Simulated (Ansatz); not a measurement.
A search over several starts for the lowest SCF solution of the cluster Li2O at the given spin, in a small basis.

```yaml
crystal:
  periodic: [false, false, false]
  atoms:
    - {symbol: Li, position_ang: [-1.353023, 0.212639, -0.858030]}
    - {symbol: Li, position_ang: [1.353775, -0.210390, 0.857391]}
    - {symbol: O, position_ang: [-0.000752, -0.002249, 0.000629]}
basis:
  gaussian: {orbitals: def2-SVP}
magnetization: {spin_polarized: true, initial_magnetization: 0}
hamiltonian: {xc: pbe0, dispersion: d4}
output: {orbitals: {seedname: orbitals}}
```

```sh
$ ansatz run in.yaml --threads 4 --pin off --events-out ev --progress --plain --max-ram 3916MiB
```

Output, abridged:

```
Functional definition: PBE0
384 factors; integrals over basis functions are off by at most 2.4e-4 eV
mean field evaluation 1: about -2438.6629 eV, gradient 5.6e1 eV
mean field evaluation 2: about -2265.4947 eV, gradient 1.1e2 eV
mean field evaluation 4: about -2451.5741 eV, gradient 8.2e0 eV
mean field evaluation 8: about -2451.8762 eV, gradient 4.0e-2 eV
mean field -2451.87625454 eV, -90.1047904129 hartree, gradient 4.6e-5 eV, S^2 0.000000; 0 other end points of the search recorded, 0 dependent functions left out
reference -2451.87629679 eV, -90.1047919658 hartree; 7, 7 occupied and 25, 25 virtual orbitals, 384 factors
Total energy: -2451.89341004 eV, -90.1054208661 hartree
```

It took 0.25 s on 4 threads of Arm Neoverse V2 on a shared host.

The structure comes from a short search, and lower isomers may exist.
